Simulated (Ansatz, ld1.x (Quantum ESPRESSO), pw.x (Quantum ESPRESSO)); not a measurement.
# From atom to crystal: TM potential for barium

ld1.x (Quantum ESPRESSO) 7.5 input, shortened:

```
&input
   title='Ba', zed=56., rel=1, dft='PBE', iswitch=3,
   config='[Xe] 5d0 6s2 6p0'
 /
 &inputp
   pseudotype=2, tm=.true., lloc=1,
   nlcc=.true., new_core_ps=.true.
 /
3
6S  1  0   2.00   0.00  3.65  3.65  0.0
5D  3  2   0.00   0.00  4.15  4.15  0.0
6P  2  1   0.00   0.00  3.80  3.80  0.0
 &test
   configts(1)='5d0 6s2 6p0'
 /
```

Atomic tests: cutoffs needed: 6 Ry and 6 Ry (the cutoffs (Ry, on a coarse ladder) from which the occupation-weighted sum of valence levels, in a spherical-Bessel basis at the reference potential, stays within 10 and 1 mRy of its value at 400 Ry); ghost test: ghost state, extra bound levels that the all-electron valence spectrum of the same l lacks: s at -29.9 eV; a true bound ghost makes a file unfit for plane-wave use (spherical-Bessel basis up to 400 Ry, 20 bohr box); largest excitation error: -58 meV (all-electron minus pseudo) for 5d1 6s0 6p0, out of 7 test configurations.

Crystal test: bcc Ba in pw.x 7.5, no spin, 9³ k-points, Fermi–Dirac smearing 0.01 Ry, cutoffs 50/200 Ry. The reference is all-electron LAPW (Ansatz 0.2.0) with the same functional, mesh and smearing; V0 and B0 come from Birch–Murnaghan fits to the pressures at five volumes. Errors are pseudo minus all-electron; Δ is the rms difference of the E(V) curves that follow from these fits, minima aligned, over ±6 % about the mean V0. Mesh and smearing are coarse, so the numbers serve the comparison and aren't converged zero-temperature values; the lattice is a test structure that the element need not adopt.

| V (Å³/atom) | P all-electron (GPa) | P pseudo (GPa) |
| --- | --- | --- |
| 60.428 | 0.47 | 0.19 |
| 62.018 | 0.23 | 0.15 |
| 63.608 | 0.01 | 0.12 |
| 65.198 | -0.19 | 0.09 |
| 66.788 | -0.38 | 0.07 |

All-electron: a0 = 5.031 Å (V0 = 63.67 Å³/atom), B0 = 8.4 GPa.

Pseudopotential: mean pressure error (GPa): +0.10. The pressure does not cross zero within the volumes sampled, so no fit is given. Note: ghost state, extra bound levels that the all-electron valence spectrum of the same l lacks: s at -29.9 eV. A true bound ghost makes a file unfit for plane-wave use. The logarithmic derivative shows an extra or strongly shifted pseudo pole above the reference energy (p near 1.86 Ry).

Problem. At the middle volume, how do free energy and pressure move when the wave cutoff is lowered (ecutrho kept at four times it)?

Solution.

| cutoff (Ry) | shift of F (meV/atom) | shift of P (GPa) |
| --- | --- | --- |
| 22 | +30.7 | -0.38 |
| 30 | +3.4 | -0.01 |
| 40 | +0.8 | +0.00 |

The run at the middle volume (35 k-points, 11 iterations) took about 12 s on one core of a shared host (Neoverse-V1, 32 threads, 247 GiB, load 25).
